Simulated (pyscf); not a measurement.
**Four-centre exchange: H₃C–InH₂ (SMILES [CH3][InH2]) + HO–SiH₃ (SMILES O[SiH3]) → CH₄ (SMILES C) + H₃Si–O–InH₂ (SMILES [SiH3][O][InH2])**

Gas phase, singlet surface, charge 0. Bonds broken: C1–In2, O8–H10. Bonds formed: C1–H10, In2–O8. PySCF, gas phase, ωB97X-D3(BJ)/def2-SVP geometries.

Transition state (Å):

```xyz
13

C     -1.5500    -1.1488     0.2803
In    -2.5448     0.7564     1.3371
H     -0.8828    -1.7295     0.9356
H     -1.2790    -1.3427    -0.7713
H     -2.5613    -1.5926     0.3722
H     -3.8921     1.3015     0.4371
H     -2.1857     0.6699     3.0098
O     -0.7004     1.3386     0.2586
Si     0.7472     2.0040     0.7436
H     -0.9575     0.1574     0.1643
H      1.4234     1.1304     1.7516
H      1.6613     2.1809    -0.4211
H      0.4842     3.3342     1.3668
```

One imaginary mode, 1410i cm⁻¹; descent along it reached the two sides named, in the forms told below.

```json
[
 {"bond": "C1–In2", "change": "breaks", "reactant side (Å)": "2.169", "saddle": "2.395", "product side": "3.0"},
 {"bond": "O8–H10", "change": "breaks", "reactant side (Å)": "0.965", "saddle": "1.213", "product side": "2.6"},
 {"bond": "C1–H10", "change": "forms", "reactant side (Å)": "3.2", "saddle": "1.439", "product side": "1.101"},
 {"bond": "In2–O8", "change": "forms", "reactant side (Å)": "2.387", "saddle": "2.215", "product side": "2.013"}
]
```

Electronic energies relative to the separated reactants (eV):

| level | barrier | reaction energy | reverse barrier |
|---|---|---|---|
| ωB97X-D3(BJ)/def2-TZVP | 0.33 | -0.97 | 1.29 |
| PBE/def2-TZVP | 0.28 | -0.91 | 1.20 |
| r²SCAN/def2-TZVP | 0.21 | -1.00 | 1.21 |
| B3LYP-D3(BJ)/def2-TZVP | 0.35 | -0.99 | 1.34 |
| PBE0-D3(BJ)/def2-TZVP | 0.30 | -0.90 | 1.19 |
| M06-2X/def2-TZVP | 0.26 | -1.02 | 1.28 |
| ωB97M-D3(BJ)/def2-TZVP | 0.43 | -0.92 | 1.35 |
| HF/def2-TZVP | 1.05 | -1.02 | 2.08 |

With ωB97M-D3(BJ)/def2-TZVP energies and thermal terms (ideal gas, 1 atm, RRHO with modes under 100 cm⁻¹ raised to 100, one conformer, R ln 2 for chiral ones without a mode under 150 cm⁻¹), in eV:

```json
[
 {"T (K)": "298", "ΔH‡": "0.36", "ΔG‡": "0.88", "ΔH": "-0.89", "ΔG": "-0.80"},
 {"T (K)": "600", "ΔH‡": "0.37", "ΔG‡": "1.41", "ΔH": "-0.91", "ΔG": "-0.70"},
 {"T (K)": "900", "ΔH‡": "0.40", "ΔG‡": "1.93", "ΔH": "-0.92", "ΔG": "-0.60"},
 {"T (K)": "1200", "ΔH‡": "0.43", "ΔG‡": "2.43", "ΔH": "-0.93", "ΔG": "-0.49"}
]
```

On the reactant side the descent ends in an adduct with a In–O contact, 0.58 eV under the separated species and 0.90 eV under the saddle at ωB97X-D3(BJ)/def2-TZVP. On the product side the descent ends in a complex (not fully relaxed), 0.18 eV under the separated species and 1.47 eV under the saddle at ωB97X-D3(BJ)/def2-TZVP. What is counted as formed (In–O) is already present as a longer contact in the reactant adduct; forming that adduct is a step of its own. One saddle was located; it need not be the lowest between these sides. Elements past Kr carry the def2 core potentials, without spin-orbit coupling.
